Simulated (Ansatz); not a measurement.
A nudged elastic band was laid between two geometries of C$_{2}$H$_{6}$N$_{2}$O (11 atoms, charge 0, multiplicity 1).

All numbers below come from Ansatz, RKS PBE/6-31G.

```
movable images  : 7
climbing image  : yes
spring          : 5.0 eV/Å²
optimiser       : quadratic models (default)
start path      : IDPP
force threshold : 0.03 eV/Å
iteration limit : 60
end points      : relaxed
```

Image 0:

```xyz
11
Properties=species:S:1:pos:R:3
C -1.461 0.421 0.740
N -0.356 -0.366 0.206
C 0.737 0.252 -0.388
N 1.718 -0.611 -0.854
O 0.840 1.505 -0.502
H -1.206 1.478 0.567
H -2.413 0.194 0.225
H -1.594 0.258 1.824
H -0.401 -1.379 0.272
H 2.527 -0.188 -1.293
H 1.675 -1.621 -0.776
```

Image 8:

```xyz
11
Properties=species:S:1:pos:R:3
C -1.280 -0.211 0.539
N 0.126 -0.050 0.887
C 1.173 0.152 -0.002
N 0.822 0.190 -1.342
O 2.366 0.291 0.390
H -1.683 0.678 0.015
H -1.456 -1.102 -0.096
H -1.865 -0.344 1.462
H 0.412 -0.074 1.861
H 1.574 0.337 -2.004
H -0.123 0.075 -1.689
```

**Question.** What changes between the two ends?

**Answer.** No bond is made or broken. The dihedral C1–N2–C3–O5 goes from 0 to 179°.

**Question.** Give the energies along the band, and the barrier.

**Answer.** The forces met the threshold. The highest image is number 4 of 0 to 8, 50.2 kJ/mol above the first end and 47.6 kJ/mol above the last; the last end lies 2.6 kJ/mol above the first. A vibrational analysis at the climbing image gives one clearly imaginary mode, 147i cm⁻¹: a first-order saddle point. Limits of this set-up: no polarisation functions.

```tsv
image	path coordinate (Å)	energy (kJ/mol)	dihedral C1–N2–C3–O5 (°)
0	0.00	0.0	0
1	0.83	2.5	5
2	1.65	11.4	17
3	2.48	37.9	36
4	3.30	50.2	62
5	4.33	36.2	101
6	5.36	13.5	144
7	6.39	7.4	164
8	7.42	2.6	179
```

**Question.** What is the geometry of the highest image?

**Answer.** 
```xyz
11
Properties=species:S:1:pos:R:3:forces:R:3
C -1.374 0.180 0.704 0.00 0.00 0.00
N -0.044 -0.477 0.597 0.00 0.00 0.00
C 0.898 0.278 -0.229 0.00 0.00 0.00
N 1.276 -0.444 -1.326 0.00 0.00 0.00
O 1.297 1.441 0.025 0.00 0.00 0.00
H -1.323 1.223 1.074 0.00 0.00 0.00
H -1.851 0.187 -0.290 0.00 0.00 0.00
H -2.007 -0.416 1.380 0.00 0.00 0.00
H 0.363 -0.602 1.534 0.00 0.00 0.00
H 1.920 -0.043 -2.001 0.00 0.00 0.00
H 0.911 -1.383 -1.448 0.00 0.00 0.00
```

**Question.** What are the harmonic wavenumbers there?

**Answer.** 147i, 191, 250, 438, 526, 588, 637, 674, 753, 869, 1057, 1083, 1128, 1153, 1339, 1432, 1447, 1484, 1516, 1587, 1694, 2949, 3044, 3088, 3406, 3525, 3677 cm⁻¹.

The band took 47 iterations and roughly 9 core-minutes.

Run time: 9.4 min on 1 CPU thread of a shared host.
